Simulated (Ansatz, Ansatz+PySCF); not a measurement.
```yaml
atoms:
  - { symbol: N, position_ang: [0.0172, -0.0414, -0.1087] }
  - { symbol: H, position_ang: [0.0186, -0.0073, 0.9618] }
```

UHF on triplet NH was run in several spherical basis sets with Ansatz (development build ahead of 0.2.0).

Task: Rank the basis sets by the total energy that they give, lowest first, with the distance from the lowest.
A. def2-SVP
B. STO-3G
C. aug-cc-pVDZ
D. 6-31G(d)
E. def2-TZVP
F. cc-pVDZ
G. cc-pVTZ

Result: E (0.00 eV), G (0.05 eV), C (0.29 eV), F (0.43 eV), D (0.66 eV), A (1.85 eV), B (19.53 eV).

Totals follow the description of the cores as much as that of the bonds, so this order isn't one of quality for chemistry.
